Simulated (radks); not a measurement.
**O²⁻ held by a Watson sphere**

Aim: the size and levels of O²⁻ inside a shell of charge +2 and radius R, which stands for the Madelung well of a crystal, for several R.

The numbers are computed with radks (a radial shooting solver on a logarithmic mesh, Libxc functionals) version 1 (scalar-relativistic Kohn-Sham, r2SCAN, spin-polarised, spherical densities, finite nucleus), except any that are marked as measured or tabulated.

**1. The system**

| Property | Result |
| --- | --- |
| element | oxygen (Z = 8) |
| charge | -2 |
| electrons | 10 |
| configuration | [Ne] |
| nuclear rms radius | 2.6991 fm |

Outer shells as boxes (Hund's rule):

O²⁻
```
[He] core
2s [↑↓]
2p [↑↓][↑↓][↑↓]
```

**2. R = 1.95 bohr**

Settings of this run:

```text
Z 8
configuration [Ne]
relativity scalar-relativistic
functional r2scan,r2scan
spin polarised
nucleus finite rms 2.6991 fm
c 137.035999084
watson charge 2 radius 1.95 bohr
```

**3. R = 2.08 bohr**

Input: that of step 2 with these lines changed.

```diff
@@ -7,2 +7,2 @@
 c 137.035999084
-watson charge 2 radius 1.95 bohr
+watson charge 2 radius 2.08 bohr
```

**4. R = 2.21 bohr**

Input: that of step 3 with these lines changed.

```diff
@@ -7,2 +7,2 @@
 c 137.035999084
-watson charge 2 radius 2.08 bohr
+watson charge 2 radius 2.21 bohr
```

**5. R = 2.49 bohr**

Input: that of step 4 with these lines changed.

```diff
@@ -7,2 +7,2 @@
 c 137.035999084
-watson charge 2 radius 2.21 bohr
+watson charge 2 radius 2.49 bohr
```

**6. R = 2.9 bohr**

Input: that of step 5 with these lines changed.

```diff
@@ -7,2 +7,2 @@
 c 137.035999084
-watson charge 2 radius 2.49 bohr
+watson charge 2 radius 2.9 bohr
```

**7. R = 2.96 bohr**

Input: that of step 6 with these lines changed.

```diff
@@ -7,2 +7,2 @@
 c 137.035999084
-watson charge 2 radius 2.9 bohr
+watson charge 2 radius 2.96 bohr
```

**8. R = 3.24 bohr**

Input: that of step 7 with these lines changed.

```diff
@@ -7,2 +7,2 @@
 c 137.035999084
-watson charge 2 radius 2.96 bohr
+watson charge 2 radius 3.24 bohr
```

**9. R = 3.85 bohr**

Input: that of step 8 with these lines changed.

```diff
@@ -7,2 +7,2 @@
 c 137.035999084
-watson charge 2 radius 3.24 bohr
+watson charge 2 radius 3.85 bohr
```

Q: Predict the outcome of this session. Wanted: for each run, R; highest level; its <r>; sum of <r²>.

As calculated:

```tsv
R (bohr)	highest level (eV)	its <r> (bohr)	sum of <r²> (bohr²)
1.95	-8.240	1.468	20.92
2.08	-7.753	1.498	21.79
2.21	-7.292	1.527	22.66
2.49	-6.392	1.586	24.53
2.9	-5.285	1.665	27.30
2.96	-5.142	1.676	27.71
3.24	-4.534	1.727	29.65
3.85	-3.489	1.830	34.17
```

In words: From R = 1.95 to 3.85 bohr the top level moves from -8.240 to -3.489 eV and its mean radius from 1.47 to 1.83 bohr. A wider sphere makes a shallower well, so the ion swells.
